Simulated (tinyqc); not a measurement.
Inside a calculation. Method: Hueckel theory of the pi electrons, for the molecule C=CC=C (SMILES; centres numbered as the heavy atoms are written). One step of it, computed by the program tinyqc.

Task: Energy, charges, bond orders. E = sum n x; q_r = z_r - P_rr; bond order p = P_rs; free valence = sqrt(3) - sum of p over the bonds of the atom.

x values: [1.618034, 0.618034, -0.618034, -1.618034]

occupations: [2.000000, 2.000000, 0.000000, 0.000000]

charge and bond-order matrix P, order 1C, 2C, 3C, 4C:
```
[[1.000000, 0.894427, 0.000000, -0.447214],
 [0.894427, 1.000000, 0.447214, 0.000000],
 [0.000000, 0.447214, 1.000000, 0.894427],
 [-0.447214, 0.000000, 0.894427, 1.000000]]
```

Centres:
```
centre  z_r, pi electrons of the neutral centre         h
1C                                            1  0.000000
2C                                            1  0.000000
3C                                            1  0.000000
4C                                            1  0.000000
```

Bonds:
```
i  j  k
1  2  1
2  3  1
3  4  1
```

Give: pi energy = 4 alpha + this times beta; pi charges; Bond orders and lengths from R = 1.517 - 0.180 p; free valence of the carbons; gap between the highest filled and the next level.

Result:

pi energy = 4 alpha + this times beta = 4.4721

pi charges: [0.0000, 0.0000, 0.0000, 0.0000]

Bond orders and lengths from R = 1.517 - 0.180 p (angstrom, C-C alone):
```
bond       p       R
1-2   0.8944  1.3560
2-3   0.4472  1.4365
3-4   0.8944  1.3560
```

free valence of the carbons: [0.8376, 0.3904, 0.3904, 0.8376]

gap between the highest filled and the next level = 1.2361 |beta|
